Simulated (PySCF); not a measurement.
Geometries of 2 isomers of C3H7ClO, from PySCF, PBE0-D3(BJ)/def2-SVP geometry optimisation, gas phase. One conformer each, no zero-point energy, no frequencies.

Question: Which isomer lies lower at this level?
A.
```xyz
12
angstrom
C     -1.913    0.386   -0.846
O     -0.612    0.011   -0.514
C      0.250   -0.034   -1.609
C      1.609   -0.458   -1.100
Cl     2.777   -0.525   -2.442
H     -1.951    1.400   -1.291
H     -2.509    0.387    0.077
H     -2.376   -0.319   -1.564
H     -0.101   -0.755   -2.376
H      0.331    0.954   -2.106
H      1.557   -1.453   -0.638
H      1.982    0.257   -0.354
```
B.
```xyz
12
angstrom
C      1.026   -0.589   -0.772
C      0.188   -0.432    0.474
Cl    -1.105   -1.710    0.494
C     -0.509    0.917    0.580
O     -1.356    1.172   -0.497
H      0.418   -0.383   -1.664
H      1.858    0.133   -0.749
H      1.445   -1.602   -0.847
H      0.780   -0.613    1.383
H      0.266    1.702    0.583
H     -1.035    0.972    1.553
H     -1.975    0.431   -0.539
```

Answer: B. That is `C[C@H](Cl)CO`, 14.0 kcal/mol below the other.

```tsv
SMILES	atoms numbered as above	E (Eh)	relative (kcal/mol)	relative (kJ/mol)	dipole (D)
C[C@H](Cl)CO	[CH3:1][C@H:2]([Cl:3])[CH2:4][OH:5]	-653.30251	0.0	0.0	1.53
COCCCl	[CH3:1][O:2][CH2:3][CH2:4][Cl:5]	-653.28024	14.0	58.5	1.81
```

As drawn, the lower has an O–H bond, which the higher lacks.
